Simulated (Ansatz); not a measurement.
# SiN2H (sextet): wave-function methods side by side, cc-pVDZ

One table from this session's results is given with a row withheld; the runs are named, their logs left out.

Program: Ansatz 0.2.0, Gaussian basis. Level of theory: cc-pVDZ, core rule «outside noble gas», up to 7 orbitals frozen. These are calculated values, not measurements.

The runs, in order: UHF; CCSD(T) on ROHF; CCSD(T) on UHF; BCCD(T) on ROHF; CISD as a restricted active space (open shells left free, so some higher excitations enter); CCSDT(Q) on ROHF; CCSDT(Q) on UHF.

25 further runs of the same task are left out: 5 for a known fault of the program, 8 that didn't finish, 12 set aside as unsound or not needed. Runs told in other sessions of the task aren't counted.

### What is computed

The geometry is a PBE0/def2-TZVP stationary point (not a proven minimum) of the parent state, kept for this charge and spin.

4 atoms, charge 0, spin multiplicity 6.

Atoms are counted from 1 here; the program's logs count them from 0.

Bond lengths: N1–Si2 1.595 Å, N1–H4 1.005 Å, Si2–N3 1.809 Å. Angles: Si2–N1–H4 144.7°, N1–Si2–N3 105.3°.

The first run:

Contents of in.yaml:

```yaml
crystal:
  periodic: [false, false, false]
  atoms:
    - {symbol: N, position_ang: [0.000000, -0.484969, 1.254083]}
    - {symbol: Si, position_ang: [0.000000, 0.524235, 0.018749]}
    - {symbol: N, position_ang: [0.000000, -0.526367, -1.454098]}
    - {symbol: H, position_ang: [0.000000, -0.553520, 2.257049]}
basis:
  gaussian: {orbitals: cc-pVDZ}
magnetization: {spin_polarized: true, initial_magnetization: 5}
hamiltonian: {xc: hf}
output: {orbitals: {seedname: orbitals}}
```

Launch:

```console
$ ansatz run in.yaml --threads 1 --pin off --events-out ev --progress --plain --max-ram 2393MiB
```

Among the steps run: UHF; CCSD(T) on ROHF; CCSD(T) on UHF; BCCD(T) on ROHF; CISD as a restricted active space (open shells left free, so some higher excitations enter); CCSDT(Q) on ROHF; CCSDT(Q) on UHF.

One table of the session follows, with a row left open; its other results are not shown here.

It belongs to the step «Misses and costs». 

| method | from UCCSDT(Q) (kJ/mol) |
| --- | --- |
| ROHF | +890.1 |
| UHF | +855.0 |
| RMP2 | +137.1 |
| UMP2 | +136.3 |
| CISD | +99.4 |
| RCCSD | ? |
| UCCSD | +26.4 |
| RCCSD(T) | +6.0 |
| UCCSD(T) | +5.8 |
| BCCD(T) | +5.9 |
| RCCSDT | +2.1 |
| UCCSDT | +1.8 |
| RCCSDT(Q) | +0.4 |
| UCCSDT(Q) | 0 |

**Question.** Estimate the row for RCCSD.

**Answer.** from UCCSDT(Q) (kJ/mol): +27.5. In the column «from UCCSDT(Q) (kJ/mol)» it lies between UCCSD (+26.4) and CISD (+99.4).

Limits of these values: Restricted and unrestricted rows rest on different reference determinants; a gap between their highest levels can come from leftover correlation error, from unlike frozen cores or from another state.
